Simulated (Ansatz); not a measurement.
C$_{4}$H$_{7}$Cl (`C[C@H]1C[C@@H]1Cl`), relaxed with RKS PBE0-D4/def2-TZVP in the Gaussian-basis code of Ansatz from a PBE-D4/def2-SVP geometry. The force threshold is 0.005 eV/Å; the program also tests the step.

The species carries charge 0 and has multiplicity 1.

Start:

```xyz
12

C     1.419    0.036    0.581
C    -0.014    0.427    0.297
C    -0.616    0.298   -1.092
C    -1.051   -0.627    0.012
Cl   -2.683   -0.480    0.700
H     1.566   -0.211    1.652
H     2.116    0.861    0.325
H     1.721   -0.850   -0.014
H    -0.393    1.285    0.879
H    -1.331    1.070   -1.414
H    -0.001   -0.129   -1.902
H    -0.732   -1.680   -0.024
```

Problem. How much energy does the relaxation release, and in how many steps? (Best estimate.)

Solution. Computed: 5.51 kJ/mol, in 5 steps.

Problem. Which bonds change most? (An estimate is asked.)

Solution. Ansatz gave: C4–Cl5 from 1.777 to 1.753 Å; C4–H12 from 1.102 to 1.082 Å; C2–H9 from 1.104 to 1.085 Å; C3–H10 from 1.101 to 1.082 Å.

Problem. Give the relaxed structure. (Estimate.)

Solution. The calculation gave: 
```xyz
12

C     1.404    0.035    0.572
C    -0.019    0.427    0.299
C    -0.608    0.295   -1.079
C    -1.038   -0.621    0.016
Cl   -2.653   -0.473    0.681
H     1.551   -0.218    1.625
H     2.089    0.849    0.322
H     1.693   -0.834   -0.026
H    -0.389    1.272    0.871
H    -1.315    1.048   -1.402
H     0.006   -0.125   -1.867
H    -0.721   -1.655   -0.014
```
